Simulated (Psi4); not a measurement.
**C3H2F+ (SMILES Fc1c[cH+]1): levels of theory compared**

Wanted: a comparison of 4 runs (HF/def2-SVP, B2PLYP/def2-SVP, PBE0/def2-SVP, MP3/def2-SVPD) of C3H2F+. 

The calculation is run with Psi4 1.11.

1 further run of the same task is left out (set aside as unsound or not needed).

## (1) The system as given

C3H2F+ has 6 atoms, charge +1, and is taken as a singlet. SMILES: `Fc1c[cH+]1`. The coordinates come from a GFN2-xTB relaxation.

Bond lengths: F1–C2 1.251 Å, C2–C3 1.384 Å, C2–C4 1.384 Å, C3–C4 1.382 Å, C3–H5 1.077 Å, C4–H6 1.077 Å. Angles: F1–C2–C3 150.1°, F1–C2–C4 150.0°, C3–C2–C4 59.9°, C2–C3–C4 60.1°, C2–C4–C3 60.1°, C2–C3–H5 150.5°, C4–C3–H5 149.5°, C2–C4–H6 150.6°, C3–C4–H6 149.4°.

## (2) Energy and gradient at HF/def2-SVP (run 1)

Contents of c3h2f.xyz:

```xyz
6
C3H2F
F     -0.466690    -1.833010     0.722760
C     -0.178030    -0.700530     0.276220
C      0.660170     0.122710    -0.455960
C     -0.464080     0.648280     0.152430
H      1.540110     0.265140    -1.059800
H     -1.091470     1.497420     0.364360
```

Contents of run.py:

```python
import psi4

psi4.set_memory(1600000000)
psi4.set_num_threads(1)
psi4.set_output_file('run.log', False)

with open('c3h2f.xyz') as f:
    atoms = ''.join(f.readlines()[2:])
molecule = psi4.geometry('1 1\n' + atoms + 'symmetry c1\nno_reorient\nno_com')

psi4.set_options({
    'puream': True,
    'e_convergence': 1e-09,
    'd_convergence': 1e-08,
    'scf_type': 'pk',
})

energy_value, wavefunction = psi4.gradient('scf/def2-SVP', return_wfn=True)
psi4.oeprop(wavefunction, 'WIBERG_LOWDIN_INDICES', 'MULLIKEN_CHARGES', 'MAYER_INDICES', title='SCF')
print('gradient / Eh bohr^-1')
print(energy_value.np.round(6))
print(f'energy = {wavefunction.energy():.10f} Eh')
```

Run with:

```
$ python run.py
```

run.log:

```text
[...]
  Running in c1 symmetry.
[...]
  Nuclear repulsion =  100.791066773351162
[...]
  Multiplicity = 1
[...]
  Nalpha       = 14
  Nbeta        = 14
[...]
    Number of basis functions: 66
[...]
   @RHF iter   1:  -213.61278621181586   -3.03455e-02   4.60817e-03 DIIS/ADIIS
[...]
   @RHF iter  12:  -213.66219757152516   -9.94760e-13   1.98195e-09 DIIS
[...]
    Orbital Energies [Eh]
    ---------------------
    Doubly Occupied:
       1A    -26.611200     2A    -11.676482     3A    -11.591338
       4A    -11.590075     5A     -1.934428     6A     -1.518369
       7A     -1.127692     8A     -1.094231     9A     -1.026053
      10A     -0.996023    11A     -0.995258    12A     -0.840205
      13A     -0.780623    14A     -0.758862
[...]
  @RHF Final Energy:  -213.66219757152516
   => Energetics <=
    Nuclear Repulsion Energy =            100.7910667733511616
    One-Electron Energy =                -483.8248556771969788
    Two-Electron Energy =                 169.3715913323206337
    Total Energy =                       -213.6621975715251551
[...]
 Multipole Moments:
 ------------------------------------------------------------------------------------
     Multipole            Electronic (a.u.)      Nuclear  (a.u.)        Total (a.u.)
 ------------------------------------------------------------------------------------
 L = 1.  Multiply by 2.5417464519 to convert [e a0] to [Debye]
 Dipole X            :          7.0057541           -6.8846691            0.1210850
 Dipole Y            :         27.5201741          -27.0453257            0.4748484
 Dipole Z            :        -10.8558357           10.6685244           -0.1873113
 Magnitude           :                                                    0.5246218
[...]
  -Total Gradient:
     Atom            X                  Y                   Z
    ------   -----------------  -----------------  -----------------
       1       -0.003848015085    -0.014887071777     0.005895086316
       2       -0.011413424359    -0.045515650847     0.017840105998
       3        0.040799622017     0.018831039155    -0.030713295246
       4       -0.023679734488     0.048634608558     0.004187291331
       5       -0.003917888919    -0.002231256153     0.003020552198
       6        0.002059440833    -0.004831668938    -0.000229740598
[...]
  Mulliken Charges: (a.u.)
   Center  Symbol    Alpha    Beta     Spin     Total
       1     F     4.55731  4.55731  0.00000 -0.11462
       2     C     2.74675  2.74675  0.00000  0.50650
       3     C     2.94354  2.94354  0.00000  0.11292
       4     C     2.94359  2.94359  0.00000  0.11283
       5     H     0.40444  0.40444  0.00000  0.19112
       6     H     0.40437  0.40437  0.00000  0.19125
   Total alpha = 14.00000, Total beta = 14.00000, Total charge =  1.00000
  Mayer Bond Indices:
[...]
```

On the terminal:

```text
gradient / Eh bohr^-1
[[-0.003848 -0.014887  0.005895]
 [-0.011413 -0.045516  0.01784 ]
 [ 0.0408    0.018831 -0.030713]
 [-0.02368   0.048635  0.004187]
 [-0.003918 -0.002231  0.003021]
 [ 0.002059 -0.004832 -0.00023 ]]
energy = -213.6621975715 Eh
```

Run time: 2.7 s. Hardware: 1 thread of Intel Xeon 6975P-C (Granite Rapids), shared host; peak memory 0.22 GiB.

## (3) A single-point energy at B2PLYP/def2-SVP (density fitting for correlation) (run 2)

c3h2f.xyz is that of step 2.

Contents of c3h2f_ase.py:

```python
import numpy as np
from ase.calculators.psi4 import Psi4
from ase.io import read

atoms = read('c3h2f.xyz')
calc = Psi4(atoms=atoms, method='b2plyp', basis='def2-SVP', memory='1600MB', num_threads=1, charge=1, multiplicity=1, label='c3h2f', reference='rks')
calc.psi4.set_options({'puream': True, 'e_convergence': 1e-09, 'd_convergence': 1e-08, 'scf_type': 'pk', 'dft_radial_points': 99, 'dft_spherical_points': 590, 'num_frozen_docc': 4})
atoms.calc = calc

print(f'energy: {atoms.get_potential_energy():.6f} eV')
```

Run with:

```
$ python c3h2f_ase.py
```

c3h2f.dat:

```text
[...]
  Running in c1 symmetry.
[...]
  Nuclear repulsion =  100.791066773351162
[...]
  Multiplicity = 1
[...]
  Nalpha       = 14
  Nbeta        = 14
[...]
    Number of basis functions: 66
[...]
   @RKS iter   1:  -214.37660913284364    1.07893e-01   4.37481e-03 ADIIS/DIIS
[...]
   @RKS iter  10:  -214.41513989072374   -2.21689e-12   3.44311e-09 DIIS
[...]
    Orbital Energies [Eh]
    ---------------------
    Doubly Occupied:
       1A    -25.682807     2A    -11.062755     3A    -10.980786
       4A    -10.979962     5A     -1.705520     6A     -1.346963
       7A     -0.994148     8A     -0.967189     9A     -0.912512
      10A     -0.869867    11A     -0.864759    12A     -0.748624
      13A     -0.694005    14A     -0.687180
[...]
  @RKS Final Energy:  -214.41513989072374
   => Energetics <=
    Nuclear Repulsion Energy =            100.7910667733511616
    One-Electron Energy =                -484.0996839286452769
    Two-Electron Energy =                 181.8455839244849699
    DFT Exchange-Correlation Energy =     -12.9521066599146319
    Empirical Dispersion Energy =           0.0000000000000000
    VV10 Nonlocal Energy =                  0.0000000000000000
    Total Energy =                       -214.4151398907237365
[...]
 Multipole Moments:
 ------------------------------------------------------------------------------------
     Multipole            Electronic (a.u.)      Nuclear  (a.u.)        Total (a.u.)
 ------------------------------------------------------------------------------------
 L = 1.  Multiply by 2.5417464519 to convert [e a0] to [Debye]
 Dipole X            :         -0.6271201            0.9947838            0.3676637
 Dipole Y            :         -2.4641690            3.9076970            1.4435280
 Dipole Z            :          0.9718995           -1.5413288           -0.5694293
 Magnitude           :                                                    1.5947412
[...]
```

The script printed:

```text
energy: -5839.361461 eV
```

It took 7.2 s on 1 thread of Intel Xeon 6975P-C (Granite Rapids), shared host; peak memory 0.82 GiB.

Run 3 isn't shown in full; the table further down has it.

## (4) A single-point energy at MP3/def2-SVPD (density fitting, density fitting for correlation, Cartesian functions) (run 4)

Contents of input.in:

```
memory 1600 MB

molecule mol {
  1 1
  F     -0.88191629    -3.46388688     1.36581845
  C     -0.33642794    -1.32380984     0.52198015
  C      1.24754050     0.23188829    -0.86163952
  C     -0.87698410     1.22507165     0.28805095
  H      2.91038610     0.50104198    -2.00273175
  H     -2.06257937     2.82971369     0.68854061
  units au
  symmetry c1
}

set {
  scf_type    disk_df
  freeze_core true
  mp_type     df
  puream      false
}

result, w = energy("mp3/def2-SVPD", return_wfn=True)
```

Run with:

```
$ psi4 input.in input.out -n 1
```

input.out:

```text
[...]
  Running in c1 symmetry.
[...]
  Nuclear repulsion =  100.791066897334616
[...]
  Multiplicity = 1
[...]
  Nalpha       = 14
  Nbeta        = 14
[...]
    Number of basis functions: 107
[...]
   @DF-RHF iter   1:  -213.63393782677920   -3.18682e-02   2.90307e-03 DIIS/ADIIS
[...]
   @DF-RHF iter  11:  -213.68628744892530   -4.24620e-11   8.80838e-09 DIIS
[...]
    Orbital Energies [Eh]
    ---------------------
    Doubly Occupied:
       1A    -26.624666     2A    -11.683459     3A    -11.598113
       4A    -11.596856     5A     -1.932794     6A     -1.515307
       7A     -1.128079     8A     -1.093347     9A     -1.024870
      10A     -0.994936    11A     -0.994472    12A     -0.837993
      13A     -0.778559    14A     -0.757212
[...]
  @DF-RHF Final Energy:  -213.68628744892530
   => Energetics <=
    Nuclear Repulsion Energy =            100.7910668973346162
    One-Electron Energy =                -483.8333804558858446
    Two-Electron Energy =                 169.3560261096259012
    Total Energy =                       -213.6862874489252988
[...]
 Multipole Moments:
 ------------------------------------------------------------------------------------
     Multipole            Electronic (a.u.)      Nuclear  (a.u.)        Total (a.u.)
 ------------------------------------------------------------------------------------
 L = 1.  Multiply by 2.5417464519 to convert [e a0] to [Debye]
 Dipole X            :         -0.6011770            0.9947838            0.3936068
 Dipole Y            :         -2.3621989            3.9076970            1.5454981
 Dipole Z            :          0.9317246           -1.5413288           -0.6096042
 Magnitude           :                                                    1.7073688
[...]
	DF-MP2 Total Energy (a.u.)         :  -214.24229915368849
[...]
	DF-MP3 Total Energy (a.u.)         :  -214.25653969729794
[...]
```

It took 3.9 s on 1 thread of Intel Xeon 6975P-C (Granite Rapids), shared host; peak memory 0.28 GiB.

## (5) All runs side by side

| run | level | task | frozen core orbitals | energy (Eh) | HOMO energy (eV) | LUMO energy (eV) | HOMO–LUMO gap (eV) | wall time |
| --- | --- | --- | --- | --- | --- | --- | --- | --- |
| 1 | HF/def2-SVP | gradient | 0 | -213.662198 | -20.65 | -3.81 | 16.84 | 2.7 s |
| 2 | B2PLYP/def2-SVP (density fitting for correlation) | energy | 4 | -214.592577 | -18.70 | -6.55 | 12.15 | 7.2 s |
| 3 | PBE0/def2-SVP | gradient | 0 | -214.558455 | -17.15 | -8.26 | 8.89 | 12 s |
| 4 | MP3/def2-SVPD (density fitting, density fitting for correlation, Cartesian functions) | energy | 4 | -214.256540 | -20.60 | -3.87 | 16.74 | 3.9 s |

## (6) Results

| quantity | value |
| --- | --- |
| run 4: total energy | -214.25654 Eh |
| run 4: HOMO energy (Hartree–Fock orbitals) | -20.60 eV |
| run 4: LUMO energy (Hartree–Fock orbitals) | -3.87 eV |
| run 4: HOMO–LUMO gap (Hartree–Fock orbitals) | 16.74 eV |
| run 4: correlation energy (4 core orbitals frozen) | -570.3 mEh |

What this shows: Over runs 1, 2, 3 the HOMO–LUMO gap runs from 8.89 eV (PBE0/def2-SVP) to 16.84 eV (HF/def2-SVP). Exact exchange widens orbital gaps. Totals of different functionals can't be ranked against each other. All runs together took 26 s, the longest 12 s.
